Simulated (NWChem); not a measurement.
Everything below was run with NWChem. System: acetonitrile (C$_{2}$H$_{3}$N), charge 0, spin multiplicity 1, at a geometry optimised with PBE0/def2-SVP. Level: constrained B3LYP/def2-SVP, VWN1-RPA local correlation.

Input file:

```
start mol
memory heap 200 mb stack 900 mb global 1100 mb
geometry units angstroms nocenter noautoz noautosym
  C      0.009633    -1.174896     0.000000
  C     -0.002296     0.278262     0.000000
  N     -0.011758     1.435113     0.000000
  H     -0.502914    -1.559572     0.893205
  H     -0.502914    -1.559572    -0.893205
  H      1.044111    -1.546842     0.000000
end
basis spherical
  * library def2-svp
end
dft
  xc b3lyp
  semidirect memsize 60000000 filesize 0
  iterations 100
  convergence nolevelshifting
  cdft 3 3 charge 0.0 pop lowdin
end
task dft energy
```

NWChem printed:

```
             Northwest Computational Chemistry Package (NWChem) 7.3.0
             --------------------------------------------------------

                                NWChem Input Module
                                -------------------

 Scaling coordinates for geometry "geometry" by  1.889725989
 (inverse scale =  0.529177249)

                             Geometry "geometry" -> ""
                             -------------------------

 Output coordinates in angstroms (scale by  1.889725989 to convert to a.u.)

  No.       Tag          Charge          X              Y              Z
 ---- ---------------- ---------- -------------- -------------- --------------
    1 C                    6.0000     0.00963300    -1.17489600     0.00000000
    2 C                    6.0000    -0.00229600     0.27826200     0.00000000
    3 N                    7.0000    -0.01175800     1.43511300     0.00000000
    4 H                    1.0000    -0.50291400    -1.55957200     0.89320500
    5 H                    1.0000    -0.50291400    -1.55957200    -0.89320500
    6 H                    1.0000     1.04411100    -1.54684200     0.00000000

 Effective nuclear repulsion energy (a.u.)      58.4295767794

            Nuclear Dipole moment (a.u.)
            ----------------------------
        X                 Y               Z
 ---------------- ---------------- ----------------
    -0.0000018897     0.0000018897     0.0000000000


 Summary of "ao basis" -> "" (spherical)
 ------------------------------------------------------------------------------
       Tag                 Description            Shells   Functions and Types
 ---------------- ------------------------------  ------  ---------------------
 *                          def2-svp                  on all atoms

                                 NWChem DFT Module
                                 -----------------

 Summary of "ao basis" -> "ao basis" (spherical)
 ------------------------------------------------------------------------------
       Tag                 Description            Shells   Functions and Types
 ---------------- ------------------------------  ------  ---------------------
 C                          def2-svp                 6       14   3s2p1d
 N                          def2-svp                 6       14   3s2p1d
 H                          def2-svp                 3        5   2s1p

 Summary of "ao basis" -> "ao basis" (spherical)
 ------------------------------------------------------------------------------
       Tag                 Description            Shells   Functions and Types
 ---------------- ------------------------------  ------  ---------------------
 C                          def2-svp                 6       14   3s2p1d
 N                          def2-svp                 6       14   3s2p1d
 H                          def2-svp                 3        5   2s1p

            General Information
            -------------------
          SCF calculation type: DFT
          Wavefunction type:  closed shell.
          No. of atoms     :     6
          No. of electrons :    22
           Alpha electrons :    11
            Beta electrons :    11
          Charge           :     0
          Spin multiplicity:     1
          Use of symmetry is: off; symmetry adaption is: off
          Maximum number of iterations: 100
          AO basis - number of functions:    57
                     number of shells:    27
          Convergence on energy requested:  1.00D-06
          Convergence on density requested:  1.00D-05
          Convergence on gradient requested:  5.00D-04

              XC Information
              --------------
                         B3LYP Method XC Potential
                     Hartree-Fock (Exact) Exchange  0.200
                        Slater Exchange Functional  0.800 local
                    Becke 1988 Exchange Functional  0.720 non-local
              Lee-Yang-Parr Correlation Functional  0.810
                  VWN I RPA Correlation Functional  0.190 local

             Grid Information
             ----------------
          Grid used for XC integration:  medium
          Radial quadrature: Mura-Knowles
          Angular quadrature: Lebedev.
          Tag              B.-S. Rad. Rad. Pts. Rad. Cut. Ang. Pts.
          ---              ---------- --------- --------- ---------
          C                   0.70       49           7.0       434
          N                   0.65       49           9.0       434
          H                   0.35       45           8.0       434
          Grid pruning is: on
          Number of quadrature shells:   282
          Spatial weights used:  Erf1

          Convergence Information
          -----------------------
          Convergence aids based upon iterative change in
          total energy or number of iterations.
          Levelshifting, if invoked, occurs when the
          HOMO/LUMO gap drops below (HL_TOL):  1.00D-02
          DIIS, if invoked, will attempt to extrapolate
          using up to (NFOCK): 10 stored Fock matrices.

                    Damping( 0%)  Levelshifting(0.0)       DIIS
                  --------------- ------------------- ---------------
          dE  on:    start             N/A                start
          dE off:    2 iters           N/A              100 iters

      Screening Tolerance Information
      -------------------------------
          Density screening/tol_rho:  1.00D-10
          AO Gaussian exp screening on grid/accAOfunc:  14
          CD Gaussian exp screening on grid/accCDfunc:  20
          XC Gaussian exp screening on grid/accXCfunc:  20
          Schwarz screening/accCoul:  1.00D-08

      Superposition of Atomic Density Guess
      -------------------------------------

 Sum of atomic energies:        -130.99163968

      Non-variational initial energy
      ------------------------------

 Total energy =    -132.477937
 1-e energy   =    -290.940963
 2-e energy   =     100.033449
 HOMO         =      -0.417211
 LUMO         =       0.056765

------------------------------------------------------------
EAF file 0: "./mol.aoints.0" size=524288 bytes
------------------------------------------------------------
               write      read    awrite     aread      wait
               -----      ----    ------     -----      ----
     calls:        1         0         0         0         0
   data(b): 5.24e+05  0.00e+00  0.00e+00  0.00e+00
   time(s): 0.00e+00  0.00e+00  0.00e+00  0.00e+00  0.00e+00
rate(mb/s): 0.00e+00  0.00e+00
------------------------------------------------------------

   convergence    iter        energy       DeltaE   RMS-Dens  Diis-err    time
 ---------------- ----- ----------------- --------- --------- ---------  ------
 d= 0,ls=0.0,diis     1   -132.5693940164 -1.91D+02  3.35D-02  5.92D-01     0.3
 CDFT multipliers:
      1       -0.1558126236
      iter =    6
 d= 0,ls=0.0,diis     2   -132.6041923887 -3.48D-02  2.80D-02  8.08D-01     0.4
 CDFT multipliers:
      1       -0.0198572134
      iter =    5
 d= 0,ls=0.0,diis     3   -132.6508042151 -4.66D-02  7.36D-03  5.01D-02     0.5
 CDFT multipliers:
      1        0.0237475674
      iter =    5
 d= 0,ls=0.0,diis     4   -132.6529314413 -2.13D-03  1.57D-03  6.18D-03     0.5
 CDFT multipliers:
      1        0.0310336020
      iter =    5
 d= 0,ls=0.0,diis     5   -132.6536001727 -6.69D-04  2.71D-04  1.26D-04     0.6
 CDFT multipliers:
      1        0.0320503227
      iter =    2
  Resetting Diis
 d= 0,ls=0.0,diis     6   -132.6536147260 -1.46D-05  4.32D-05  3.53D-06     0.7
 CDFT multipliers:
      1        0.0318658221
      iter =    2
 d= 0,ls=0.0,diis     7   -132.6536150406 -3.15D-07  3.13D-05  3.83D-07     0.8
 CDFT multipliers:
      1       -0.0001748168
      iter =    2
 d= 0,ls=0.0,diis     8   -132.6536150539 -1.34D-08  7.68D-08  6.99D-03     0.9
 CDFT multipliers:
      1        0.0316914161
      iter =    2
 d= 0,ls=0.0,diis     9   -132.6536150555 -1.61D-09  1.05D-05  1.71D-07     1.0
 CDFT multipliers:
      1        0.0317475478
      iter =    2
 d= 0,ls=0.0,diis    10   -132.6536150716 -1.60D-08  6.61D-07  1.03D-09     1.0
  CDFT final multipliers
      1        0.0317508018

         Total DFT energy =     -132.653615071661
      One electron energy =     -293.344406027673
           Coulomb energy =      121.032826751317
    Exchange-Corr. energy =      -18.771612574699
 Nuclear repulsion energy =       58.429576779395

 Numeric. integr. density =       21.999998150947

     Total iterative time =      1.0s

                       DFT Final Molecular Orbital Analysis
                       ------------------------------------

 Vector    9  Occ=2.000000D+00  E=-3.457594D-01
              MO Center= -1.3D-02,  1.6D+00,  1.7D-10, r^2= 8.8D-01
   Bfn.  Coefficient  Atom+Function         Bfn.  Coefficient  Atom+Function
  ----- ------------  ---------------      ----- ------------  ---------------
    33      0.498854  3 N  py                30     -0.320965  3 N  s
    31     -0.302145  3 N  s                 36     -0.279983  3 N  py
    19      0.255334  2 C  py                16      0.180556  2 C  s
     3     -0.159201  1 C  s                 29     -0.151197  3 N  s
    22     -0.120881  2 C  py                 5     -0.110135  1 C  py

 Vector   10  Occ=2.000000D+00  E=-3.207176D-01
              MO Center= -4.3D-02,  6.6D-01, -1.4D-05, r^2= 1.7D+00
   Bfn.  Coefficient  Atom+Function         Bfn.  Coefficient  Atom+Function
  ----- ------------  ---------------      ----- ------------  ---------------
    34      0.443179  3 N  pz                20     -0.391153  2 C  pz
    23     -0.252551  2 C  pz                37     -0.240572  3 N  pz
     6      0.144210  1 C  pz                43      0.138455  4 H  s
    48     -0.138485  5 H  s                  9      0.088571  1 C  pz
    44      0.073869  4 H  s                 49     -0.073885  5 H  s

 Vector   11  Occ=2.000000D+00  E=-3.207174D-01
              MO Center=  3.2D-02,  6.6D-01,  1.4D-05, r^2= 1.7D+00
   Bfn.  Coefficient  Atom+Function         Bfn.  Coefficient  Atom+Function
  ----- ------------  ---------------      ----- ------------  ---------------
    32      0.443165  3 N  px                18     -0.391140  2 C  px
    21     -0.252543  2 C  px                35     -0.240564  3 N  px
    53      0.159891  6 H  s                  4      0.144206  1 C  px
     7      0.088569  1 C  px                54      0.085303  6 H  s
    43     -0.079970  4 H  s                 48     -0.079919  5 H  s

 Vector   12  Occ=0.000000D+00  E= 4.120289D-02
              MO Center= -1.3D-01,  1.2D-01, -4.8D-06, r^2= 3.1D+00
   Bfn.  Coefficient  Atom+Function         Bfn.  Coefficient  Atom+Function
  ----- ------------  ---------------      ----- ------------  ---------------
    44      0.703066  4 H  s                 49     -0.703081  5 H  s
    37      0.493518  3 N  pz                 9     -0.475688  1 C  pz
    23     -0.472820  2 C  pz                34     -0.418135  3 N  pz
    20     -0.412380  2 C  pz                43      0.188732  4 H  s
    48     -0.188735  5 H  s                  6     -0.112886  1 C  pz

 Vector   13  Occ=0.000000D+00  E= 4.120386D-02
              MO Center=  1.3D-01,  1.2D-01,  4.8D-06, r^2= 3.1D+00
   Bfn.  Coefficient  Atom+Function         Bfn.  Coefficient  Atom+Function
  ----- ------------  ---------------      ----- ------------  ---------------
    54      0.812042  6 H  s                 35      0.493503  3 N  px
     7     -0.475672  1 C  px                21     -0.472810  2 C  px
    32     -0.418120  3 N  px                18     -0.412369  2 C  px
    44     -0.405738  4 H  s                 49     -0.405713  5 H  s
    53      0.217934  6 H  s                  4     -0.112880  1 C  px

 Vector   14  Occ=0.000000D+00  E= 4.802643D-02
              MO Center=  1.2D-02, -1.5D+00, -4.0D-10, r^2= 4.5D+00
   Bfn.  Coefficient  Atom+Function         Bfn.  Coefficient  Atom+Function
  ----- ------------  ---------------      ----- ------------  ---------------
     3      2.536133  1 C  s                 44     -1.138715  4 H  s
    49     -1.138715  5 H  s                 54     -1.138472  6 H  s
    17     -0.890657  2 C  s                 31      0.502861  3 N  s
     8     -0.297409  1 C  py                 2      0.269870  1 C  s
    36     -0.202325  3 N  py                22     -0.165801  2 C  py

     ---------------------------------------------
      Total Density - Mulliken Population Analysis
     ---------------------------------------------

    Atom       Charge   Shell Charges
 -----------   ------   -------------------------------------------------------
    1 C    6     5.94   1.98  0.91 -0.03  2.15  0.89  0.03
    2 C    6     6.51   1.99  0.97  0.26  2.07  1.17  0.05
    3 N    7     6.73   1.99  1.10  0.31  2.21  1.09  0.03
    4 H    1     0.94   0.73  0.19  0.02
    5 H    1     0.94   0.73  0.19  0.02
    6 H    1     0.94   0.73  0.19  0.02

     -------------------------------------------
      Total Density - Lowdin Population Analysis
     -------------------------------------------

    Atom       Charge   Shell Charges
 -----------   ------   -------------------------------------------------------
    1 C    6     6.07   1.96  0.56  0.30  1.91  1.25  0.08
    2 C    6     6.11   1.97  0.64  0.31  1.89  1.19  0.11
    3 N    7     7.00   1.98  0.86  0.58  2.06  1.47  0.05
    4 H    1     0.94   0.63  0.25  0.06
    5 H    1     0.94   0.63  0.25  0.06
    6 H    1     0.94   0.63  0.25  0.06

 center of mass
 --------------
 x =  -0.00175131 y =   0.21344152 z =   0.00000000

 moments of inertia (a.u.)
 ------------------
         195.453284279960           1.507884955394           0.000000000000
           1.507884955394          11.497738644810           0.000000000000
           0.000000000000           0.000000000000         195.465650528755

     Multipole analysis of the density
     ---------------------------------

     L   x y z        total         alpha         beta         nuclear
     -   - - -        -----         -----         ----         -------
     0   0 0 0     -0.000000    -11.000000    -11.000000     22.000000

     1   1 0 0      0.010566      0.005284      0.005284     -0.000002
     1   0 1 0     -1.288671     -0.644336     -0.644336      0.000002
     1   0 0 1      0.000000      0.000000      0.000000      0.000000

     2   2 0 0    -12.980199     -9.342610     -9.342610      5.705021
     2   1 1 0      0.015365      0.429554      0.429554     -0.843742
     2   1 0 1     -0.000000     -0.000000     -0.000000      0.000000
     2   0 2 0    -14.854006    -61.744600    -61.744600    108.635195
     2   0 1 1     -0.000000     -0.000000     -0.000000      0.000000
     2   0 0 2    -12.980082     -9.339090     -9.339090      5.698099

 Task  times  cpu:        1.1s     wall:        1.1s

 Total times  cpu:        1.1s     wall:        1.1s
```
